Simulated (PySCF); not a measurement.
**`InChI=1S/C4H7FS/c1-3-4(2-5)6-3/h3-4H,2H2,1H3/t3-,4+/m1/s1`**

Geometry:
| atom | x (Å) | y (Å) | z (Å) |
| --- | --- | --- | --- |
| C1 | 1.541 | 0.223 | 0.458 |
| C2 | 0.736 | -0.601 | -0.507 |
| S3 | -0.209 | -2.012 | 0.128 |
| C4 | -0.742 | -0.466 | -0.630 |
| C5 | -1.522 | 0.483 | 0.243 |
| F6 | -1.411 | 1.765 | -0.245 |
| H7 | 2.542 | -0.191 | 0.554 |
| H8 | 1.083 | 0.242 | 1.443 |
| H9 | 1.618 | 1.244 | 0.086 |
| H10 | 1.260 | -0.834 | -1.429 |
| H11 | -1.164 | -0.581 | -1.625 |
| H12 | -2.588 | 0.233 | 0.237 |
| H13 | -1.148 | 0.496 | 1.270 |

Method: TDDFT wB97X-D/def2-SVPD circular dichroism and optical rotation, one conformer, gas phase in PySCF 2.14.0. Geometry: GFN2-xTB.

The molecule is flexible and this is one conformer; a measurement averages over conformers. States above about 8.7 eV (minus the energy of the highest occupied orbital) lie near or above the ionisation threshold and depend on the basis.

Stereocentres: C2 R, C4 S.

(1) What is the specific rotation at 633, 589.3, 546, 436, 405, 365, 355 nm?

(2) And for the mirror image at 589.3 nm?

(3) What is the molar rotation [Φ] = [α]·M/100 of the geometry above at 589.3 nm?

Results:

(1) [α] in deg dm⁻¹ (g/mL)⁻¹:
| λ (nm) | origin-invariant length gauge | modified velocity gauge | length gauge (centre of mass) | isotropic polarisability (au) |
| --- | --- | --- | --- | --- |
| 633 | +54.6 | +54.9 | +59.1 | 68.7 |
| 589.3 | +63.3 | +63.5 | +68.5 | 69.0 |
| 546 | +74.0 | +74.2 | +80.1 | 69.3 |
| 436 | +116.3 | +116.1 | +126.7 | 70.6 |
| 405 | +133.7 | +133.1 | +146.1 | 71.1 |
| 365 | +158.7 | +156.8 | +174.7 | 72.2 |
| 355 | +164.5 | +162.0 | +181.8 | 72.5 |

(2) -63.3 deg dm⁻¹ (g/mL)⁻¹ (origin-invariant length gauge): the same size and the opposite sign.

(3) With M = 106.16 g/mol, +67.2 deg cm² dmol⁻¹ (origin-invariant length gauge).

The first excitation lies at 4.93 eV (252 nm) with R = -2.1 × 10⁻⁴⁰ esu² cm² (velocity form).
